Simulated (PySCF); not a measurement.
Telling isomers of C$_{8}$H$_{10}$ apart by NMR

- shieldings: GIAO PBE0/pcSseg-1
- geometry: GFN2-xTB
- code: PySCF 2.14.0 with density-fitted response routines
- non-relativistic Hamiltonian, fast rotation and ring inversion assumed for equivalent nuclei, in vacuum, one conformer

Scale: ¹H (31.72 ppm) and ¹³C (186.93 ppm) against TMS (reference shieldings calculated alike). Where no couplings were computed, multiplicities follow the n + 1 count of equivalent neighbours, and m marks all less simple cases (inequivalent or close neighbours, rings, F or P nearby). Shifts are as computed. Against solution values, carbons near 30 ppm lie about +3 ppm off and those near 130 ppm about +5 ppm. Of 1211 compounds with measured shifts, 218 miss one by over three times the rms of a fit or turn the order of signals round; such compounds aren't used in these exercises.

(1) Tabulate the signals of `C=C/C=C/C=C/C=C`, `C=CC#CC1CCC1`, `C#CC/C=C/C(=C)C` and their relative energies.

(2) What is the quickest way to tell C=C/C=C/C=C/C=C from C#CC/C=C/C(=C)C?

(3) What is the quickest way to tell C=CC#CC1CCC1 from C#CC/C=C/C(=C)C?

(4) What is the quickest way to tell C=C/C=C/C=C/C=C from C=CC#CC1CCC1?

Answers

(1) 
```tsv
SMILES	carbon types	δC	δH	E rel. (kcal/mol)
C=C/C=C/C=C/C=C	6×CH 2×CH2	145.8, 143.0, 141.7, 125.4	6.67 (m, 2H), 6.48 (m, 2H), 6.48 (m, 2H), 5.56 (m, 2H), 5.47 (m, 2H)	0.0
C=CC#CC1CCC1	2×C 2×CH 4×CH2	133.1, 125.8, 106.8, 88.9, 30.6, 25.1, 17.9	6.11 (m, 1H), 5.89 (m, 1H), 5.66 (m, 1H), 3.26 (m, 1H), 2.39 (m, 2H), 2.25 (m, 2H), 2.01 (m, 1H), 1.92 (m, 1H)	24.9
C#CC/C=C/C(=C)C	2×C 3×CH 2×CH2 1×CH3	149.6, 142.0, 133.0, 124.1, 86.4, 76.1, 27.0, 21.3	6.37 (d, 1H), 5.76 (m, 1H), 5.33 (m, 1H), 5.23 (m, 1H), 3.13 (m, 2H), 1.97 (s, 3H), 1.48 (t, 1H)	24.1
```

Energies are electronic energies at PBE0/pcSseg-1 on these geometries, without zero-point or thermal terms, each for the one conformer computed, which needn't be the lowest.

(2) Count the carbon signals: 4 against 8. The first has an alkene CH at 145.8 ppm, the second a fully substituted alkene carbon (C) at 149.6 ppm.

(3) Count the carbon signals: 7 against 8. The first has a propargylic sp3 CH at 25.1 ppm, the second an allylic methyl carbon (CH3) at 21.3 ppm. Their most deshielded carbons lie at 133.1 and 149.6 ppm.

(4) Count the carbon signals: 4 against 7. The first has an alkene CH at 145.8 ppm, the second an alkyne carbon (C) at 106.8 ppm. Their most deshielded carbons lie at 145.8 and 133.1 ppm. In the proton spectra the most deshielded non-exchanging signals are 6.67 (m, 2H) and 6.11 (m, 1H).
